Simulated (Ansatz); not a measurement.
**C2H2N2O, singlet: CASSCF and its corrections**

Calculated in Ansatz's Gaussian-basis code. Basis cc-pVTZ, nonrelativistic, no frozen core. State-specific CASSCF; RHF is the lowest restricted (open-shell) Hartree–Fock solution met. No symmetry is imposed, so a solution can break that of the shape. Lower solutions, or ones in other orbitals, may exist.

Geometry:

| atom | x (Å) | y (Å) | z (Å) |
| --- | --- | --- | --- |
| O | 0.0000 | 0.0000 | 1.1336 |
| C | 0.0000 | -1.0528 | 0.2725 |
| N | 0.0000 | -0.7017 | -0.9801 |
| N | 0.0000 | 0.7017 | -0.9801 |
| C | 0.0000 | 1.0528 | 0.2725 |
| H | 0.0000 | -2.0470 | 0.6917 |
| H | 0.0000 | 2.0470 | 0.6917 |

Task: What do CASSCF and its corrections give against RHF in CAS(6,5), and what are the occupations?

Result: CASSCF -1.748 eV, SC-NEVPT2 -26.835 eV; occupations 2.00, 1.98, 1.94, 0.06, 0.02.

Task: Roughly how much CPU time does a whole run from the default start take (median of such runs, summed over threads; nearly all runs on one pinned thread of a shared server, mostly Xeon at 2.3 to 2.6 GHz, by a development driver)?

Result: CAS(6,5): about 24 s. Other jobs ran beside these, and the count of passes differs.
